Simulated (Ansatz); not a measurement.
# Rock-salt MgS

These are PBEsol in Ansatz (plane waves, PAW) values and carry that method's errors.

Run with plane-wave cutoff 520 eV, 12×12×12 k mesh, Fermi–Dirac smearing 0.01 eV, scalar-relativistic PAW data made under PBE.

Cell: measured lattice: a = b = c = 5.203 Å, α = β = γ = 90.00°.

| Item | Value |
|---|---|
| band gap | 2.70 eV (indirect) |
| smallest direct gap on the k points sampled | 3.59 eV |
| width of the whole s-p valence band | 12.68 eV |

Note: cell and atoms aren't relaxed at this level (pressure -0.9 GPa).

Computed values are for the static lattice.

Cost on a shared machine: roughly 6 core-seconds.

Ansatz is an electronic-structure program.
